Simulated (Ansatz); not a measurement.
`CN/C=C/C=O`, 13 atoms. Charge 0, multiplicity 1. All runs use 4 threads of an Arm Neoverse V1 on a shared host. Correlated methods freeze the cores.

Q: How many basis functions does each run have, and how long does it take in Ansatz? RHF-MP2/def2-QZVPP energy; RKS B3LYP-D4/def2-TZVPP energy and forces; RKS ωB97M-V/def2-QZVPP energy; RHF-CCSD(T)/def2-SVP energy; RKS BLYP-D4/def2-TZVPP energy; RKS PBE0-D4/def2-SVP energy; RKS PBE0-D4/def2-QZVPP energy; RKS PBE0-D4/def2-TZVP relaxation (17 steps); RKS PBE-QIDH (frozen core)/def2-TZVPP energy; RKS LC-ωPBE/def2-TZVPP energy; RKS ωB97M-V/def2-SVP energy; direct RPA on PBE orbitals/def2-TZVPP energy. (Best estimate.)

A: Ansatz gave: Other jobs shared the machine, so times are rough.

| level | job | functions | wall time | peak host memory (GiB) |
| --- | --- | --- | --- | --- |
| RKS PBE0-D4/def2-SVP | energy | 119 | 1.3 s | 0.51 |
| RKS BLYP-D4/def2-TZVPP | energy | 284 | 2.6 s | 0.35 |
| RKS LC-ωPBE/def2-TZVPP | energy | 284 | 3.1 s | 0.52 |
| RKS ωB97M-V/def2-SVP | energy | 119 | 5.5 s | 0.51 |
| RKS B3LYP-D4/def2-TZVPP | energy and forces | 284 | 6 s | 0.8 |
| RKS PBE-QIDH (frozen core)/def2-TZVPP | energy | 284 | 8 s | 0.8 |
| direct RPA on PBE orbitals/def2-TZVPP | energy | 284 | 8.5 s | 0.78 |
| RKS PBE0-D4/def2-QZVPP | energy | 552 | 10 s | 1.9 |
| RHF-CCSD(T)/def2-SVP | energy | 119 | 13 s | 0.75 |
| RKS ωB97M-V/def2-QZVPP | energy | 552 | 23 s | 2.3 |
| RHF-MP2/def2-QZVPP | energy | 552 | 44 s | 4.1 |
| RKS PBE0-D4/def2-TZVP | relaxation (17 steps) | 228 | 63 s | 0.59 |

B3LYP here is the variant with VWN-RPA as its local correlation; programs differ in this. LC-ωPBE has ω = 0.4 bohr⁻¹.
